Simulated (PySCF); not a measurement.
Sulfur dicyanide, C2N2S.
Bonds: N1–C2 (triple), C2–S3, S3–C4, C4–N5 (triple).

The closed-shell ground state was solved at several levels (PySCF, density fitting, gas phase, non-relativistic). Geometry: PBE0-D3(BJ)/def2-SVP; no solvent, vibrations or thermal averaging.

```
              level  basis functions  HOMO (eV)  LUMO (eV)  gap (eV)  dipole (D)
      PBE0/pcSseg-1               92      -9.01      -1.95      7.06        2.91
    B3LYP/def2-TZVP              161      -8.69      -2.27      6.42        3.08
       B3LYP/6-31G*               74      -8.47      -1.91      6.56        2.82
      B3LYP/cc-pVTZ              154      -8.66      -2.14      6.52        3.03
B3LYP/aug-cc-pVTZ-J              252      -8.71      -2.34      6.37        3.09
       KT3/pcSseg-2              187      -7.80      -3.12      4.68        2.92
```

Question: Estimate the row for B3LYP/def2-SVPD, a basis of 107 functions; the other rows only guide the guess.

Answer: HOMO -8.76 eV, LUMO -2.20 eV, gap 6.56 eV, dipole 3.05 D.

Question: Over all these levels, which gives the widest orbital gap and which the narrowest?

Answer: PBE0/pcSseg-1 (global hybrid, 25 % exact exchange) has the widest, 7.06 eV, and KT3/pcSseg-2 (GGA) the narrowest, 4.68 eV. Functional and basis both differ between the two, so the spread mixes both effects.

Question: How much does the basis alone move the frontier levels among the 5 B3LYP rows (the withheld one included)?

Answer: The HOMO by 0.29 eV and the LUMO by 0.43 eV. By rising basis size (HOMO, LUMO in eV): 6-31G* -8.47, -1.91; def2-SVPD -8.76, -2.20; cc-pVTZ -8.66, -2.14; def2-TZVP -8.69, -2.27; aug-cc-pVTZ-J -8.71, -2.34.

Question: How far do the dipole and the HOMO energy spread over the levels?

Answer: The dipole runs from 2.82 to 3.09 D (mean 2.99 D) and the HOMO from -9.01 to -7.80 eV.
